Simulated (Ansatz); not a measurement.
# doublet BH(+): levels of theory in one basis

```yaml
atoms:
  - { symbol: B, position_ang: [0.0000, 0.0000, -0.6605] }
  - { symbol: H, position_ang: [0.0000, 0.0000, 0.6605] }
```

Basis set: def2-SVP (spherical functions). Frozen core: 1 orbital. Correlation on ROHF uses semicanonical orbitals with singles. Charge 1, multiplicity 2.

Computed with Ansatz (development build ahead of 0.2.0); each method stands on the lowest determinant of its kind that the runs found.

```
      method  E − E(ROHF) (eV)  <S²> of the determinant
        ROHF              0.00                        –
         UHF             -0.05                     0.76
    ROHF-MP2             -0.91                        –
     UHF-MP2             -0.92                     0.76
ROHF-CCSD(T)             -1.34                        –
 UHF-CCSD(T)             -1.34                     0.76
```
